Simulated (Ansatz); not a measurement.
fcc Ca, treated with PBEsol-D3(BJ) (plane waves, PAW; Ansatz, an electronic-structure program).

Numerical settings: plane-wave cutoff 520 eV, 18×18×18 k mesh, Fermi–Dirac smearing 0.05 eV, scalar-relativistic PAW data made under PBE.

A third-order Birch–Murnaghan fit to the energies gives V0 = 38.248 Å³/atom, B0 = 18.9 GPa, B′ = 2.9.

| V (Å³/atom) | P (GPa) |
|---|---|
| 35.964 | … |
| 36.729 | 0.813 |
| 37.495 | … |
| 38.260 | -0.006 |
| 39.025 | -0.370 |
| 39.790 | -0.706 |
| 40.555 | -1.017 |

### Question
Estimate the withheld pressures from this fit; the answers are the runs' own values.

### Answer

- 35.964, P (GPa): 1.273
- 37.495, P (GPa): 0.388

The formula P = (3/2) B0 (x^(7/3) − x^(5/3)) [1 + (3/4)(B′ − 4)(x^(2/3) − 1)] with x = V0/V meets the computed pressures within 0.01 GPa when these rounded values are put in.

Measured, for comparison: bulk modulus 18.6 GPa (corrected for temperature and zero-point phonon effects, our sources range from 15.9 to 18.7; as tabulated in Levämäki et al. (2014), arXiv:1402.3671); equilibrium volume per atom 42.81 Å³/atom (low-temperature or extrapolated to 0 K; zero-point anharmonic expansion removed; as tabulated in Csonka et al. (2009), arXiv:0903.4037). Computed (rounded) less measured: bulk modulus not scored (sources differ), equilibrium volume per atom -10.7 %.

Computed values are for the static lattice.
